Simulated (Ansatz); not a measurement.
# What a trial cell of ReRh2 relaxes into

All numbers below come from DFT PBE, scalar-relativistic, plane waves, PAW in Ansatz 0.2.0. Cutoff 420 eV, Γ-centred k mesh, Gaussian smearing, no spin polarisation in the final step.

The start puts ReRh2 on the MoSi2 (C11b) structure type (I4/mmm, No. 139), with Re in place of Mo, Rh in place of Si, at a guessed volume.

```xyz
3
Lattice="-1.5786 1.5786 3.8726 1.5786 -1.5786 3.8726 1.5786 1.5786 -3.8726" Properties=species:S:1:pos:R:3 pbc="T T T"
Re    0.0000    0.0000    0.0000
Rh    0.0000    0.0000    5.1505
Rh    0.0000    0.0000    2.5946
```

Cell and atoms relax at zero pressure; the relaxation can't lower the symmetry of the start. After a coarse first stage the cell is made exact in the group found at 0.06 Å.

Energies over the elements count from the elements' standard structures at the same level, with no empirical corrections.

Task: Which crystal results?

Result: It keeps I4/mmm (No. 139). The result has the MoSi2 (C11b) structure. Conventional cell: a = 3.250 Å, c = 8.270 Å. Around Re lie 10 Rh at 2.66–2.79 Å and 4 Re at 3.25 Å; Rh is coordinated by 5 Re at 2.66–2.79 Å, 5 Rh at 2.69–2.71 Å and 4 Rh at 3.25 Å.

Space group I4/mmm (No. 139). a = 3.250 Å, b = 3.250 Å, c = 8.270 Å, α = 90.00°, β = 90.00°, γ = 90.00°
| atom | site | symmetry | x | y | z |
| --- | --- | --- | --- | --- | --- |
| Re | 2a | 4/mmm | 0.0000 | 0.0000 | 0.0000 |
| Rh | 4e | 4mm | 0.5000 | 0.5000 | 0.1626 |

Task: What are its volume, energy, density and gap?

Result: The volume per atom is 14.56 Å³. The density is 14.90 g/cm³, the energy over the elements is 0.18 eV/atom and the gap on the 20×20×20 mesh is 0 eV (a metal).

The final run used a 20×20×20 mesh on its 3-atom cell and 0.10 eV smearing. The k mesh leaves about 4 meV/atom of noise in metals. Spin–orbit coupling is left out. A structure relaxed within its symmetry needn't be a true minimum.

Cost: 3 runs of about 6.1 core-minutes in all, on AMD EPYC (Zen 3) (shared hosts).